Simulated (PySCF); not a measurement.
## Badger's rule along the third period: bonds to O

PBE0 in PySCF with def2-TZVP on every atom, for the lowest determinant that a PBE0 search found; no spin–orbit coupling. Badger's rule says that Re = d + c·k^(−1/3) for bonds between atoms of fixed rows.

```csv
molecule,state (unpaired electrons),Re (Å),k (mdyn/Å)
PO,doublet (π ↑),1.474,10.3
SO,triplet (π ↑↑),1.480,?
SiO,singlet (closed shell),1.509,?
AlO,doublet (σ ↑),1.620,?
NaO,doublet (π ↑),2.047,1.35
```

Fix c and d from PO and NaO.

c = (2.047 − 1.474)/(1.35^(−1/3) − 10.3^(−1/3)) = 1.287, d = 1.474 − c·10.3^(−1/3) = 0.882 Å.

Predict k of the others and set the computed values beside them.



```csv
molecule,k by the rule,k computed,difference (%)
SO,9.99,9.08,10
SiO,8.67,9.76,-11
AlO,5.31,5.54,-4
```

The rule misses by 8 % on average, well for two fitted constants.

States were picked by a PBE0 search and need not be the measured ground states.
